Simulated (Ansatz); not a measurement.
**SiCl2: an energy map over two coordinates**

A grid of calculations on Cl₂Si, SMILES Cl[Si]Cl, to see where the energy is lowest and how it rises around there.

Method: RKS PBE0-D4/def2-TZVP; program: Ansatz 0.2.0.

## 1. Where the work starts

SMILES `Cl[Si]Cl`, 3 atoms, charge 0, spin multiplicity 1.

Atoms are counted from 1 here; the program's logs count them from 0.

Bond lengths: Cl1–Si2 2.112 Å, Si2–Cl3 2.112 Å. Angles: Cl1–Si2–Cl3 102.0°.

Geometry (Å):

```mol
Cl2Si
  3D, bonds by distance, orders not assigned

  3  2  0  0  0  0  0  0  0  0999 V2000
    0.3698    1.6719    0.3877 Cl  0  0
   -0.6153   -0.0480   -0.3414 Si  0  0
    0.7190   -1.5870    0.2164 Cl  0  0
  1  2  8  0
  2  3  8  0
M  END
```

## 3. Setting up the map

- angle Cl1–Si2–Cl3 (carried through 180): 15 values from 83.3 to 276.7 °
- change of the bonds Si2–Cl1, Si2–Cl3, all alike: 15 values from −0.229 to 0.353 Å

Nothing else is relaxed (all other coordinates rigid). Energies count from the relaxed molecule at the same level. Points are written as (first, second).

(The set-up runs are not shown.)

## 4. Point (97.1°, 0.021 Å)

input.yaml

```yaml
crystal:
  periodic: [false, false, false]
  atoms:
    - { symbol: Cl, position_ang: [0.436392, 1.608821, 0.417077] }
    - { symbol: Si, position_ang: [-0.608091, -0.047424, -0.337386] }
    - { symbol: Cl, position_ang: [0.771085, -1.51466, 0.252864] }
basis:
  gaussian: { orbitals: def2-TZVP }
hamiltonian:
  xc: pbe0
  dispersion: d4
output:
  forces: true
```

Run with:

```console
$ ansatz run input.yaml --threads 1 --pin off --max-ram 2560MiB --backend cpu --events-out ev --progress --plain --runs-dir out
```

The session goes on with these runs: the other points that were computed.

What does the calculation give? Wanted: lowest point; highest computed point; dipole moment.

**Answer**, as computed:

```
               quantity                                                                             value
           lowest point                                                        (97.1°, 0.021 Å), 0.023 eV
 highest computed point                                      (180.0°, −0.229 Å), 4.09 eV above the lowest
      dipole moment (D)  0.00 at (180.0°, −0.229 Å) to 4.01 at (83.3°, 0.353 Å); 1.17 at the lowest point
time for the whole task                                                  9.1 min on 1 thread, shared host
```

The lowest computed point is at (97.1°, 0.021 Å), 0.023 eV from the relaxed molecule at the same level; the map holds 2 wells of about this depth. The grid is coarse, so the lowest point of the scanned range may lie between grid points; coordinates that were held can hide deeper minima. The grid shows no well of another kind. The highest computed point, (180.0°, −0.229 Å), lies 4.09 eV above the lowest. On the interpolated surface the easiest way out of the lowest well to a well of the same energy at (262.9°, 0.021 Å) passes a barrier of about 1.9 eV. Round the minimum the two coordinates are nearly uncoupled.
